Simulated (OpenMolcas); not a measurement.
**A ladder of methods for SiH4 (SMILES [H][Si]([H])([H])[H])**

SiH4 has 5 atoms, charge 0, and is taken as a singlet. SMILES: `[H][Si]([H])([H])[H]`. Geometry: relaxed at GFN2-xTB.

```xyz
5

Si    0.0001    0.0000    0.0001
H     0.0113   -0.0194    1.4609
H     1.3735    0.0113   -0.4978
H    -0.6966    1.1967   -0.4657
H    -0.6882   -1.1885   -0.4975
```

Each level gives the energy change with the Si1–H2 bond stretched from 1.461 to 2.557 Å (eV). The values are calculated.

| level | kind | program | value (eV) | less FCI/STO-3G | CPU time (all runs) |
| --- | --- | --- | --- | --- | --- |
| HF/STO-3G (restricted) | Hartree–Fock | OpenMolcas | 6.26 | +2.11 | 3.2 s |
| SVWN5/STO-3G (restricted) | LDA | OpenMolcas | 4.67 | +0.52 | 6.1 s |
| r2SCAN/STO-3G (restricted) | meta-GGA | OpenMolcas | 4.80 | +0.65 | 8.3 s |
| M06-2X/STO-3G (restricted) | hybrid meta-GGA | OpenMolcas | 5.25 | +1.10 | 7.2 s |
| PBE0/STO-3G (restricted) | global hybrid | OpenMolcas | 5.03 | +0.88 | 6.7 s |
| MP2/STO-3G (restricted) | perturbation theory | OpenMolcas | 5.18 | +1.03 | 3.2 s |
| CASPT2(2,2)/STO-3G | multireference | OpenMolcas | 4.16 | +0.01 | 3.3 s |
| ACPF/STO-3G (restricted) | coupled cluster or CI | OpenMolcas | 3.77 | -0.38 | 3.3 s |
| FCI/STO-3G | exact in the basis | OpenMolcas | 4.15 | 0.00 | 3.9 s |

FCI/STO-3G is exact within its basis and frozen core, so for wave-function methods in that basis the difference is their error; functionals converge differently with the basis, so for them it is only a difference. Spin-restricted single references rise too steeply as a bond breaks, Hartree–Fock most of all. Perturbation and coupled-cluster corrections on them can overshoot downwards. The first shape isn't each level's own minimum. The values span 3.77 to 6.26 eV. All rows use very small basis sets, so even the best lies far from the true value. Times are those of the runs behind each value, whatever else they computed, on shared processors of several kinds: orders of magnitude only.
